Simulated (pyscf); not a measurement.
Concerted two-bond exchange: O=Ta(OH)(OH)–OH (SMILES [O]=[Ta]([OH])([OH])[OH]) + H₂ (SMILES [H][H]) → O=Ta(OH)(OH)–OH (SMILES [O]=[Ta]([OH])([OH])[OH]) + H₂ (SMILES [H][H])

Gas phase, singlet surface, charge 0. Bonds broken: O3–H6, H9–H10. Bonds formed: O1–H9, H6–H10. Structures and frequencies: ωB97X-D3(BJ)/def2-SVP in PySCF.

Transition state (Å):

```xyz
10

O     -0.1306     0.5524     1.0878
Ta    -1.3835     0.1454    -0.1533
O     -0.1495    -0.2909    -1.4034
O     -2.4320     1.6509    -0.6589
O     -2.4628    -1.3352     0.3612
H      0.9217    -0.1210    -0.8666
H     -2.4086     2.5589    -0.9661
H     -2.4579    -2.2433     0.6691
H      0.9324     0.3565     0.5436
H      1.6492     0.1089    -0.1640
```

One imaginary mode, 1938i cm⁻¹; descent along it reached the two sides named.

```json
[
 {"bond": "O3–H6", "change": "breaks", "reactant side (Å)": "0.962", "saddle": "1.210", "product side": "2.541"},
 {"bond": "H9–H10", "change": "breaks", "reactant side (Å)": "0.762", "saddle": "1.037", "product side": "2.446"},
 {"bond": "O1–H9", "change": "forms", "reactant side (Å)": "2.539", "saddle": "1.210", "product side": "0.962"},
 {"bond": "H6–H10", "change": "forms", "reactant side (Å)": "2.450", "saddle": "1.037", "product side": "0.762"}
]
```

Electronic energies relative to the separated reactants (kcal/mol):

| level | barrier | reaction energy | reverse barrier |
|---|---|---|---|
| ωB97X-D3(BJ)/def2-TZVP | 33.0 | 0.0 | 33.0 |
| PBE/def2-TZVP | 23.7 | 0.0 | 23.7 |
| r²SCAN/def2-TZVP | 26.1 | 0.0 | 26.1 |
| B3LYP-D3(BJ)/def2-TZVP | 29.9 | 0.0 | 29.9 |
| PBE0-D3(BJ)/def2-TZVP | 27.3 | 0.0 | 27.3 |
| M06-2X/def2-TZVP | 34.4 | 0.0 | 34.4 |
| ωB97M-D3(BJ)/def2-TZVP | 33.2 | 0.0 | 33.2 |
| HF/def2-TZVP | 52.7 | 0.0 | 52.7 |

With ωB97M-D3(BJ)/def2-TZVP energies and thermal terms (ideal gas, 1 atm, RRHO with modes under 100 cm⁻¹ raised to 100, one conformer, R ln 2 for chiral ones without a mode under 150 cm⁻¹), in kcal/mol:

```
T (K)   ΔH‡   ΔG‡   ΔH   ΔG
-----  ----  ----  ---  ---
298    32.5  41.4  0.0  0.0
600    31.0  51.1  0.0  0.0
900    30.7  61.3  0.0  0.0
1200   31.0  71.5  0.0  0.0
```

This is the saddle that the search found; another between the same sides may lie lower. Elements past Kr carry the def2 core potentials, without spin-orbit coupling.
